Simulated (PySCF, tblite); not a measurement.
Isomers of C5H10Cl (doublet state), one GFN2-xTB conformer each. Single-point energies are computed at B3LYP/pcH-1 (PySCF, gas phase, no added dispersion term), electronic only. GFN2-xTB treats the open shell by occupation alone, and not every SCF solution was tested for stability.

Problem. Rank them by B3LYP/pcH-1 energy, lowest first (kJ/mol).
A. `[CH3:1][CH2:2][CH:3][C@H:4]([CH3:5])[Cl:6]` (doublet state) with C1–C2–C3–C4 158°, C2–C3–C4–C5 -162°
B. `[CH3:1][CH2:2][C:3]([CH3:4])[CH2:5][Cl:6]` (doublet state) with C1–C2–C3–C4 70°, C2–C3–C5–Cl6 85°
C. `[CH3:1][CH:2]([CH3:3])[CH2:4][CH:5][Cl:6]` (doublet state) with C1–C2–C4–C5 -60°, C2–C4–C5–Cl6 -69°
D. `[CH2:1][CH2:2][C@H:3]([CH3:4])[CH2:5][Cl:6]` (doublet state) with H–C1–C2–C3 111° and -64°, C1–C2–C3–C4 -65°, C2–C3–C5–Cl6 -173°
E. `[CH3:1][CH:2]([CH3:3])[CH:4][CH2:5][Cl:6]` (doublet state) with C1–C2–C4–C5 -103°, C2–C4–C5–Cl6 86°

Solution. B (0.0), A (6.1), E (16.8), C (24.1), D (45.1).

Neighbours under 21 kJ/mol apart (CC[C](C)CCl and CC[CH][C@H](C)Cl; CC[CH][C@H](C)Cl and CC(C)[CH]CCl; CC(C)[CH]CCl and CC(C)C[CH]Cl) can change places with a better method, another conformer or zero-point energy. GFN2-xTB itself gives, in the same order: 0.0, 13.6, 20.3, 13.8, 60.9. Both levels put the same isomer lowest; measured from each level's own lowest isomer, the values differ by up to 15.8 kJ/mol ([CH2]C[C@H](C)CCl: 60.9 against 45.1).

Problem. What happens when harmonic zero-point energies from GFN2-xTB frequencies are added?

Solution. 
```csv
SMILES,ZPE (kJ/mol),electronic (kJ/mol),with ZPE (kJ/mol)
CC[C](C)CCl,354.2,0.0,0.0
CC[CH][C@H](C)Cl,352.9,6.1,4.8
CC(C)[CH]CCl,354.4,16.8,17.0
CC(C)C[CH]Cl,355.9,24.1,25.8
[CH2]C[C@H](C)CCl,351.6,45.1,42.5
```

The zero-point energies span 4.3 kJ/mol. The order is unchanged.
